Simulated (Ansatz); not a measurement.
Coupled-cluster diagnostics for AlH2(CN) (CH₂AlN), Ansatz.

Geometry of the singlet (r2SCAN-D4/def2-TZVP):

```xyz
5

Al    0.006    0.257    0.673
H    -0.363    1.773    0.860
H     0.385   -0.748    1.821
C    -0.009   -0.436   -1.135
N    -0.019   -0.846   -2.218
```

Correlated methods freeze 7 core orbitals.

(1) Estimate the CCSD(T) correlation energy, the shares of MP2 and (T), T1 and the reference's ⟨S²⟩ for: charge 0, singlet, own geometry in def2-TZVPP; charge 1, doublet, vertical in def2-TZVPP; and the rough time on 4 threads of Arm Neoverse V1 on a shared host.

Answers

(1) 
```tsv
state	basis	correlation (eV)	MP2 share (%)	(T) share (%)	T1	⟨S²⟩ (pure)	wall time	remarks
charge 0, singlet, own geometry	def2-TZVPP	-12.233	91.8	4.6	0.013	0.00 (0.00)	3.4 s	–
charge 1, doublet, vertical	def2-TZVPP	-11.099	82.8	5.4	0.151	0.77 (0.75)	15 s	large T1
```
Customary marks for T1 are 0.02 (closed shells), 0.045 (open shells) and about 0.05 (3d metals). T1 exceeds 0.02 in 1 of 2 rows and 0.045 in 1; the higher it lies, the less the single-reference result can be trusted.
